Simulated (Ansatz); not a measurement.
Geometry optimisation, RKS PBE0-D4/6-31G* in Ansatz.

Input file:

```yaml
crystal:
  periodic: [false, false, false]
  atoms:
    - { symbol: Si, position_ang: [0.0, 0.0, 0.0] }
    - { symbol: H, position_ang: [0.0, 0.0, 1.81] }
    - { symbol: H, position_ang: [1.3768, 0.0, -0.4862] }
    - { symbol: H, position_ang: [-0.6877, 1.1914, -0.4862] }
    - { symbol: Si, position_ang: [-1.0456, -1.8115, -0.7393] }
    - { symbol: H, position_ang: [-1.7029, -2.4846, 0.3772] }
    - { symbol: H, position_ang: [-2.0454, -1.4265, -1.7311] }
    - { symbol: H, position_ang: [-0.0777, -2.7173, -1.3511] }
    - { symbol: F, position_ang: [0.7033, -1.65, 0.596] }
    - { symbol: H, position_ang: [0.3817, -0.8956, 1.693] }
basis:
  gaussian: { orbitals: "6-31G*" }
hamiltonian:
  xc: pbe0
  dispersion: d4
relax:
  f_tol: 0.15
  max_steps: 25
  restrain:
    - { distance: [0, 8], at: 2.79, k: 30.0 }
    - { distance: [9, 1], at: 1.86, k: 30.0 }
    - { distance: [0, 1], at: 1.46, k: 30.0 }
    - { distance: [9, 8], at: 0.92, k: 30.0 }
```

Command:

```bash
$ ansatz run input.yaml --threads 1 --pin off --max-ram 2048MiB --backend cpu --events-out ev --progress --plain --runs-dir out
```

Where does it end, and by what steps?

It converged. The restraints hold the end off the free minimum. After 8 steps the energy has fallen by 2.897 eV (the restraints' own energy left out); F9 moved furthest, 0.83 Å. Parted: Si1–F9 (1.89 → 2.80 Å). Joined: F9–H10 (1.37 → 0.93 Å).

| step | energy less start (eV) | largest force component (eV/Å) | accepted |
| --- | --- | --- | --- |
| 0 | 0.0000 | 2.811 | yes |
| 1 | -0.7925 | 4.408 | yes |
| 2 | -1.8146 | 3.382 | yes |
| 3 | -2.4378 | 2.296 | yes |
| 4 | -2.8333 | 0.503 | yes |
| 5 | -2.8885 | 0.545 | yes |
| 6 | -2.8889 | 0.491 | yes |
| 7 | -2.8016 | 1.942 | no |
| 8 | -2.8966 | 0.599 | yes |

```xyz
10
Properties=species:S:1:pos:R:3
Si -0.065 0.177 -0.052
H -0.058 0.208 1.422
H 1.335 0.293 -0.536
H -0.807 1.401 -0.477
Si -1.123 -1.769 -0.806
H -1.840 -2.419 0.328
H -2.133 -1.447 -1.856
H -0.140 -2.730 -1.370
F 1.094 -2.030 1.217
H 0.639 -1.477 1.811
```

The run took 29 s on 1 thread of Arm Neoverse V1, on a shared host, peak memory 0.13 GiB.
